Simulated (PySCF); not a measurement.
# Aluminium: a sound run and one with changed settings

Sound run: Al [Ne] 3s2 3p1, Al⁺ [Ne] 3s2. Computed with PySCF 2.14 in cc-pV(D+d)Z (4s3p2d, 23 functions), with no relativity, point nucleus. In the sound run the correlated levels freeze [Ne]. The sound run starts from symmetry-adapted Hartree-Fock orbitals and uses a fine grid where one is needed.

Changed run: the spin-free X2C one-electron Hamiltonian (Gaussian nucleus). This setting is unsound on purpose.

```
species   method  sound run (hartree)  changed run (hartree)  converged
     Al      UHF           -241.87361             -242.26866        yes
     Al     BP86           -242.37915             -242.77389        yes
     Al     PBE0           -242.24627             -242.64111        yes
     Al      MP2           -241.90452             -242.29958        yes
     Al  CCSD(T)           -241.92191             -242.31693        yes
    Al⁺      UHF           -241.66833             -242.06361        yes
    Al⁺     BP86           -242.15286             -242.54789        yes
    Al⁺     PBE0           -242.02225             -242.41737        yes
    Al⁺      MP2           -241.69366             -242.08895        yes
    Al⁺  CCSD(T)           -241.70699             -242.10224        yes
```

Ionisation energy of Al:

| method | sound run (eV) | changed run (eV) |
| --- | --- | --- |
| UHF | 5.586 | 5.579 |
| BP86 | 6.158 | 6.150 |
| PBE0 | 6.096 | 6.089 |
| MP2 | 5.738 | 5.732 |
| SCS-MP2 | 5.718 | 5.712 |
| CCSD | 5.829 | 5.823 |
| CCSD(T) | 5.848 | 5.842 |

Most of the change in total energy is the relativistic energy itself. On top of that the contraction fixes the core shape for the Hamiltonian it was made with, so the changed run is not a good calculation with the other Hamiltonian either.

For comparison, NIST gives 5.986 eV between the lowest levels.
